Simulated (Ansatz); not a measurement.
Geometry optimisation, UKS r2SCANh/STO-3G in Ansatz.

Input file:

```yaml
crystal:
  periodic: [false, false, false]
  atoms:
    - { symbol: O, position_ang: [-1.05656, -1.64674, -0.72035] }
    - { symbol: B, position_ang: [-0.49023, -0.48413, -0.62603] }
    - { symbol: Al, position_ang: [0.56912, 1.00917, 0.26514] }
    - { symbol: H, position_ang: [-1.07783, -2.35612, -0.07151] }
    - { symbol: H, position_ang: [1.11521, 0.77076, 1.7141] }
    - { symbol: H, position_ang: [0.99939, 2.45743, -0.21328] }
magnetization:
  spin_polarized: true
  initial_magnetization: 1
basis:
  gaussian: { orbitals: STO-3G }
hamiltonian:
  xc: r2scanh
relax:
  f_tol: 0.015
  max_steps: 40
```

Launched with:

```bash
$ ansatz run input.yaml --threads 1 --pin off --max-ram 2048MiB --backend cpu --events-out ev --progress --plain --runs-dir out
```

Task: Where does it end, and by what steps?

Result: The run converged. Limits of this set-up: minimal basis. After 18 steps the energy has fallen by 1.017 eV; H4 moved furthest, 0.86 Å.

```tsv
step	energy less start (eV)	largest force component (eV/Å)	accepted
0	0.0000	3.085	yes
1	-0.5261	0.885	yes
2	-0.6058	0.741	yes
3	-0.6057	1.247	no
4	-0.6471	0.225	yes
5	-0.6616	0.156	yes
6	-0.6677	0.359	yes
7	-0.6840	0.307	yes
8	-0.6970	1.617	yes
9	-0.8180	0.683	yes
10	-0.9184	0.459	yes
11	-0.9707	0.606	yes
12	-0.9564	0.558	no
13	-1.0054	0.300	yes
14	-1.0113	0.113	yes
15	-1.0137	0.197	yes
16	-1.0165	0.081	yes
17	-1.0170	0.015	yes
18	-1.0170	0.004	yes
```

```xyz
6
Properties=species:S:1:pos:R:3
O -0.887 -1.680 -0.762
B -0.053 -0.675 -0.511
Al 0.655 0.885 0.399
H -1.686 -1.754 -0.124
H 1.709 0.716 1.454
H 0.321 2.259 -0.108
```

The run took 48 s on 1 thread of Arm Neoverse V2 (shared host), peak memory 0.18 GiB.
